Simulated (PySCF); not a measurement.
Nuclear quadrupole coupling in `COS(C)(=O)=O`

C₂H₆O₃S.
Cartesian coordinates in Å at the PBE0-D3(BJ)/def2-SVP level; atoms count from 1:
```xyz
12
C2H6O3S angstrom
C      1.8467    0.3416   -0.7425
O      0.6151    0.6219   -0.0855
S     -0.4237   -0.6312   -0.0197
C     -1.7670    0.2465    0.7171
O      0.0886   -1.6179    0.9117
O     -0.7694   -1.0226   -1.3737
H      2.3686   -0.4937   -0.2502
H      2.4498    1.2533   -0.6567
H      1.6756    0.1027   -1.8031
H     -2.5785   -0.4839    0.8291
H     -2.0627    1.0598    0.0445
H     -1.4430    0.6227    1.6942
```

Field gradients from the PBE0/pcSseg-1 density (PySCF, non-relativistic), principal values in atomic units, ordered |Vxx| ≤ |Vyy| ≤ |Vzz|:

| atom | Vxx | Vyy | Vzz |
| --- | --- | --- | --- |
| O2 | 0.0076 | 1.8669 | -1.8745 |
| S3 | -0.4249 | -0.4646 | 0.8895 |
| O5 | -0.5627 | -0.8454 | 1.4081 |
| O6 | -0.5707 | -0.8448 | 1.4155 |

Q: Find the asymmetry η = (Vxx − Vyy)/Vzz and the couplings χ = eQV/h (234.96 MHz × Q in barn × V in au), with Q(17O) = −0.0256 b, Q(33S) = −0.0678 b.

A: 
```csv
atom,environment,nucleus,η,χzz (MHz),χxx (MHz),χyy (MHz)
O2,oxygen bonded to C and S,17O,0.99,11.28,-0.05,-11.23
S3,sulfonyl sulfur,33S,0.04,-14.17,6.77,7.40
O5,sulfonyl oxygen,17O,0.20,-8.47,3.38,5.09
O6,sulfonyl oxygen,17O,0.19,-8.51,3.43,5.08
```

The gradient is axial or nearly so (η below 0.05) at S3. At O2 η is above 0.9: Vyy and Vzz are nearly equal in size and opposite in sign, so a small change could swap them and flip the sign of χzz. 

Q: What is Vzz at O6 in SI units (1 au = 9.71736 × 10²¹ V/m²)?

A: 1.4155 au = 13.755 × 10²¹ V/m².

Q: And the gradient at the other heavy atoms, for which no coupling is worked out here?

A: 
| atom | environment | Vzz (au) | η |
| --- | --- | --- | --- |
| C1 | methoxy carbon | 0.500 | 0.02 |
| C4 | S-methyl carbon | 0.237 | 0.07 |

Were the hydrogens deuterons (Q(2H) = 0.00286 b), χzz would run from 185 kHz (H7 and H9) to 196 kHz (H11 and H12).

The structure is a single PBE0-D3(BJ)/def2-SVP conformer in the gas phase; no vibrational or solvent corrections. The small basis limits the accuracy of the gradients.
